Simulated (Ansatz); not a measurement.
How the Voigt–Reuss–Hill bulk modulus of hcp Y moves with the method

No measured value is used here.

| level (code) | value (GPa) | cell (Å³/atom) |
|---|---|---|
| LDA (Ansatz) | 43.7 | 29.93 |
| PBE (Ansatz) | 41.0 | 32.88 |
| PBEsol (Ansatz) | … | 31.33 |
| r²SCAN (Ansatz) | 40.7 | 33.48 |
| HSE06 (Ansatz) | 39.9 | 33.73 |

### Question
What belongs in the gaps?

### Answer

- PBEsol (Ansatz, a quantum-chemistry and plane-wave program), value (GPa): 42.5

HSE06: hybrids on metals are sensitive to the k mesh. Each level is taken at its own relaxed cell. Cutoffs and k meshes differ between the levels. Ansatz's density-functional and Hartree–Fock values are scalar-relativistic unless marked +SOC, with PAW data made under PBE.
